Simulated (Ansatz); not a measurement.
We consider fcc Ir, described by PBE (Ansatz, a first-principles code, plane waves, PAW).

Run with plane-wave cutoff 520 eV, 24×24×24 k mesh, Fermi–Dirac smearing 0.05 eV, no spin polarisation, scalar-relativistic PAW data made under PBE.

Computed points:

```tsv
V (Å³/atom)	E − E_lowest (meV/atom)
13.629	63.95
13.919	27.19
14.209	6.48
14.499	0.00
14.789	6.11
15.079	23.35
15.369	50.44
```

Problem. What bulk modulus B0 and pressure derivative B′ does a third-order Birch–Murnaghan fit give?

Solution. V0 = 14.498 Å³/atom, B0 = 347 GPa, B′ = 5.1 (fit to the energies at full precision).

Measured, for comparison: bulk modulus 365 GPa (corrected for temperature and zero-point phonon effects; as tabulated in Levämäki et al. (2014), arXiv:1402.3671); equilibrium volume per atom 14.06 Å³/atom (static lattice: zero-point anharmonic expansion removed; as tabulated in Mejia-Rodriguez and Trickey (2018), arXiv:1807.09216). Computed (rounded) less measured: bulk modulus -5 %, equilibrium volume per atom +3.1 %.

Spin–orbit coupling is not included.

Computed values are for the static lattice.

Cost on a shared machine: about 50 core-seconds (a rough figure).
